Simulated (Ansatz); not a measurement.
Relaxed structures of CH$_{4}$NSi (charge +1), singlet (PBE0-D4/def2-TZVP; forces vanish, vibrations not checked; lower isomers may exist, and structures with a doubtful reference or unclear bonds are left out; Å). Program: Ansatz 0.2.0. Basis: def2-TZVPP. Cores are frozen in the correlated methods.

Problem. Rank them by CCSD(T) energy, lowest first, and give each one's height above the lowest. Links in brackets join atoms within 1.22 times the sum of their covalent radii (1.1 for two metals). (Judge from chemistry; the value comes from the calculation.)
A.
CH₄NSi ([NH2][C][SiH2]), total charge +1
```
7
angstrom
C -0.1923 -0.0410 -0.0724
N -1.3428 -0.2861 -0.5060
Si 1.3672 0.2913 0.5152
H -1.5008 -0.8006 -1.3749
H -2.1871 0.0148 -0.0149
H 1.9743 1.5498 0.0671
H 1.9500 -0.7137 1.4118
```
B.
CH₄NSi ([CH2][N][SiH2]), total charge +1
```
7
angstrom
C -1.3171 -0.2805 -0.4963
N -0.1704 -0.0369 -0.0639
Si 1.3063 0.2781 0.4925
H -1.4579 -0.8324 -1.4292
H -2.2038 0.0530 0.0488
H 1.9330 1.5310 0.0573
H 1.9098 -0.7122 1.3907
```
C.
CH₄NSi ([CH3][N][SiH]), total charge +1
```
7
angstrom
C -1.3335 -0.5326 -0.4981
N -0.0655 -0.3931 0.1037
Si 1.2747 0.1362 0.6004
H -1.2717 -0.3855 -1.5784
H -2.0516 0.1656 -0.0630
H -1.6803 -1.5552 -0.3047
H 2.5422 -0.0613 1.3248
```

Solution. By the calculation: B (0.000 eV), A (1.127 eV), C (1.488 eV). Heights count from the lowest.

No T1 diagnostic of these runs exceeds 0.024. The restricted Hartree–Fock reference is unstable towards an unrestricted one at one or more of these structures.

For scale, one of the runs: CCSD(T)/def2-TZVPP, 160 basis functions, launched by `ansatz run in.yaml --threads 2 --pin off --events-out ev --progress --plain --max-ram 4352MiB`. The run took 13 s on 2 CPU threads of an Arm Neoverse V2 (shared host), with 1.1 GiB of host memory at its peak.
